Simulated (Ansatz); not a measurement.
`FC1(S)CO1` → 2 C• + F• + 3 H• + O• + S•  (atomization)

Calculated with Ansatz (gas phase, PBE0-D4/def2-TZVP geometries, no zero-point term in ΔE). CCSD(T)/CBS is the MP2 limit (def2-TZVPP, def2-QZVPP) plus CCSD(T) − MP2 in def2-TZVPP, frozen cores. This one scheme is used for every species, atoms too. Functionals use def2-TZVPP. HSE06 is defined as in plane-wave codes. Open shells (•) are unrestricted, without spin–orbit coupling. Spin–orbit coupling would lower the free atoms: a little for C, F, O, S. One conformer a species, not always the lowest.

(1) What is ΔE at CCSD(T)/CBS? (Best estimate.)

(2) What do these levels give: LDA (SPW92), revPBE-D4, BLYP-D4, B97M-V, BHLYP-D4, ωB97M-V, r2SCANh, HSE06, HF/def2-TZVPP, CCSD(T)/def2-TZVPP, MP2/def2-QZVPP, SCS-MP2/def2-QZVPP? (Best estimate.)

Largest T1 diagnostic among the species: 0.012.

Answers

(1) Computed: +721.6 kcal/mol.

(2) The calculation gave: LDA (SPW92) 871.2, revPBE-D4 731.4, BLYP-D4 725.8, B97M-V 727.1, BHLYP-D4 682.2, ωB97M-V 728.3, r2SCANh 719.9, HSE06 728.6, HF/def2-TZVPP 477.6, CCSD(T)/def2-TZVPP 699.2, MP2/def2-QZVPP 737.6, SCS-MP2/def2-QZVPP 726.2 kcal/mol.

At CCSD(T), def2-SVP lies −42.9 kcal/mol from the extrapolated value and def2-TZVPP −22.4 kcal/mol: correlation converges slowly with the basis, and small sets miss more of it in the bonded molecule than in its fragments. From BLYP to BHLYP (50 % exact exchange), in def2-TZVPP and without D4, ΔE moves by −39.5 kcal/mol: exact exchange takes away binding that semilocal exchange gives to molecules. The D4 term adds +5.9 kcal/mol with B3LYP and +3.0 kcal/mol with PBE0; it sums over pairs of atoms, weighted by their polarisabilities, and B3LYP, whose exchange is more repulsive, gets the larger term.

B3LYP here is the variant with VWN-RPA as its local correlation; programs differ in this.

For atomizations the MP2-based limit and the directly extrapolated one differ by several kJ/mol either way, and by 10 to 25 for some Ge, Se and Sn compounds, so smaller differences from it don't rank the levels.
